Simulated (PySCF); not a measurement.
A structure optimised at B3LYP-D3(BJ)/def2-TZVP, used in a PySCF frequency run:

```xyz
6

C      0.1987    -1.1771     0.0000
C     -0.4335    -0.0213     0.0000
F      0.2233     1.1553     0.0000
H      1.2783    -1.2323     0.0000
H     -0.3725    -2.0935     0.0000
H     -1.5067     0.1184     0.0000
```

Write its SMILES, formula and point group.

C=CF, C2H3F, Cs

What are its rotational constants (standard atomic weights)?

65.585, 10.619, 9.1390 GHz
